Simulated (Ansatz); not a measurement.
**Cost against result**

Saddle point of CH$_{5}$AlS, closed shell (CH₅AlS ([CH3][AlH][SH]) → AlHS ([AlH][S]) + CH₄; bonds formed: C2–H4; bonds broken: Al1–C2, S3–H4), PBE0-D4/def2-TZVP structure:

```
atom    x (Å)    y (Å)    z (Å)
 Al1  -1.2304   0.2255   0.1960
  C2   0.8588  -0.0718   0.1161
  S3  -1.6335  -0.3765  -1.7416
  H4  -0.0365  -0.3144  -0.9449
  H5  -1.6605   0.7591   1.6123
  H6   1.5947  -0.4178  -0.6158
  H7   1.1639   0.9411   0.4015
  H8   0.9436  -0.7452   0.9764
```

Barriers are electronic and count from the start structure reached by relaxing down the imaginary mode.

Program: Ansatz 0.2.0. Basis: as named in each row. Cores are frozen in the correlated methods. B3LYP uses VWN-RPA correlation. Extrapolation: Hartree–Fock as exp(−7.88 √X), correlation as X^−2.97.

Times are rough, for one single point on 2 threads of a shared host (Arm Neoverse V2).

The estimate by CCSD(T) at an estimated basis limit (MP2 extrapolated from triple and quadruple zeta, plus CCSD(T) − MP2 in triple zeta) is 46.19 kcal/mol.

```tsv
method	basis	time (s)	barrier (kcal/mol)	method less estimate
HF	STO-3G	under 1	120.91	74.72
PBE-D4	STO-3G	under 1	75.19	29.00
SPW92	def2-SVP	under 1	33.52	-12.68
B3LYP-D4	6-31G	under 1	47.95	1.76
PBE-D4	def2-SVP	under 1	37.92	-8.28
PBE0-D4	def2-SVP	1	42.62	-3.57
SPW92	def2-TZVPP	1	33.82	-12.38
CCSD(T)	def2-SVP	2	49.95	3.75
BLYP-D4	def2-TZVPP	2	41.88	-4.31
PBE-D4	def2-TZVPP	2	38.08	-8.11
B3LYP-D4	def2-TZVPP	3	45.15	-1.04
BHLYP-D4	def2-TZVPP	3	50.47	4.28
PBE0-D4	def2-TZVPP	3	42.43	-3.77
CAM-B3LYP-D4	def2-TZVPP	4	47.83	1.64
r2SCAN-D4	def2-TZVPP	5	40.50	-5.69
RPA on PBE	def2-TZVPP	5	47.72	1.52
wB97M-V	def2-SVP	6	47.02	0.83
r2SCAN0-D4	def2-TZVPP	6	43.70	-2.49
B2PLYP	def2-TZVPP	6	46.05	-0.15
PBE-QIDH	def2-TZVPP	6	45.49	-0.71
wB97X-V	def2-TZVPP	8	48.31	2.11
wB97M-V	def2-TZVPP	10	46.82	0.63
B97M-V	def2-TZVPP	10	43.73	-2.46
MP2	def2-QZVPP	18	44.45	-1.74
CCSD(T)	def2-TZVPP	35	47.58	1.39
```

All methods are single points on the PBE0-D4 structures.

T1 diagnostic: at most 0.019.

Labels in which every atom is bracketed show which atoms are joined, not bond orders.
